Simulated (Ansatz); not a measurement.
## CCSD(T) against full CI for several species

Each species is computed at the geometry given (Å), with frozen cores, in Ansatz 0.2.0: RHF-CCSD(T) for singlets, UHF-CCSD(T) otherwise, and full CI in the same basis. The program picks the determinant by trial CCSD, so it needn't be the lowest Hartree–Fock solution. States: HCB A', HNB Π, HOAl Σ⁺ or Δ, SiN Σ⁺ or Δ. Cases whose determinant has another symmetry than full CI's state, or whose (Q) step broke down, weren't drawn.

Problem. Judging by size, spin and bonding, rank them by the size of CCSD(T)'s error in total energy against full CI in the same basis, smallest first (an estimate).
A. HCB, singlet, 6-31G: B 0.000 0.061 0.626; C 0.000 -0.101 -0.453; H 0.000 0.556 -1.314
B. HNB, doublet, 6-31G: B 0.000 0.000 1.878; N 0.000 0.000 -0.442; H 0.000 0.000 -1.435
C. HOAl, singlet, 6-31G: Al 0.000 0.000 1.885; O 0.000 0.000 -0.468; H 0.000 0.000 -1.418
D. SiN, doublet, 6-31G: Si 0.000 0.000 0.000; N 0.000 0.000 1.564

Solution. C (33.3 meV), A (50.6 meV), B (115.6 meV), D (146.7 meV).

| species | basis | correlated electrons | CCSD(T) − full CI (meV) | CCSDT(Q) − full CI (meV) | unpaired electrons (full CI) | T1 | ⟨S²⟩ of the determinant |
| --- | --- | --- | --- | --- | --- | --- | --- |
| HOAl, singlet | 6-31G | 10 | 33.3 | -24.4 | 0.10 | 0.042 | 0.00 |
| HCB, singlet | 6-31G | 8 | -50.6 | -17.1 | 0.57 | 0.137 | 0.00 |
| HNB, doublet | 6-31G | 9 | 115.6 | -8.6 | 1.70 | 0.098 | 1.72 |
| SiN, doublet | 6-31G | 9 | 146.7* | 1.6 | 1.21 | 0.096 | 1.30 |

Unpaired electrons are Σ n²(2−n)² over natural occupations; an open shell counts its own unpaired electrons too. Frozen cores follow each run's orbitals, which moves totals by a few meV. An asterisk marks runs whose energy the program itself flagged as in doubt.
